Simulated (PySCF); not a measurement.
## TDDFT excited states: CH2N2

Compound: CH2N2.
InChI=1S/CH2N2/c2-1-3/h2H2

Computed, not measured: TDDFT B3LYP/def2-SVPD, vertical, gas phase, core orbitals frozen in the response in PySCF. Geometry: GFN2-xTB; no solvent, vibrations or thermal averaging.

```
state  E (eV)  E (kJ/mol)  λ (nm)       f  |μ| (D)  symmetry  main configurations (H = HOMO, L = LUMO)
   S1    6.29         607   197.0  0.0024     0.31        A′                                H→L (100%)
   S2    6.54         631   189.5  0.0005     0.14         –                               H→L+1 (97%)
   S3    8.00         772   155.0  0.0036     0.35        A″                               H-1→L (99%)
   S4    8.16         788   151.9   0.011     0.59        A′    H→L+2 (48%), H-1→L+1 (40%), H→L+4 (9%)
   S5    8.57         827   144.7  0.0077     0.49        A′                               H-2→L (98%)
   S6    8.68         837   142.9  0.0030     0.30        A″                               H→L+3 (92%)
   S7    8.69         839   142.6   0.030     0.96        A′                  H→L+4 (58%), H→L+2 (32%)
   S8    9.20         887   134.8   0.021     0.78        A″                             H-2→L+1 (97%)
```

Triplets (Tamm–Dancoff): T1 6.02 eV, H→L (98%); T2 6.12 eV, H→L+1 (93%); T3 6.60 eV, H-1→L+1 (61%), H→L+2 (17%), H→L+4 (11%).

The lowest singlet comes at 197 nm (607 kJ/mol) in the vacuum ultraviolet; it is very weak; its leading configuration is HOMO→LUMO (100%). The strongest level in the table is S7 at 8.69 eV (143 nm, f = 0.030). Löwdin shares by element: HOMO nitrogen 73%, carbon 22%; LUMO hydrogen 42%, carbon 33%, nitrogen 23% or more. Weighted by f, the mean energy of these states is 8.63 eV. The listed states span 2.90 eV, and the widest gap between neighbours is 1.45 eV (S2 to S3). Of the 8 states listed, 3 reach f = 0.01 and 1 stays under 0.0005. Symmetry labels in Cs follow from the direction of the transition dipole and are given only for states with f of 0.002 or more. The window holds the lowest 8 singlets.
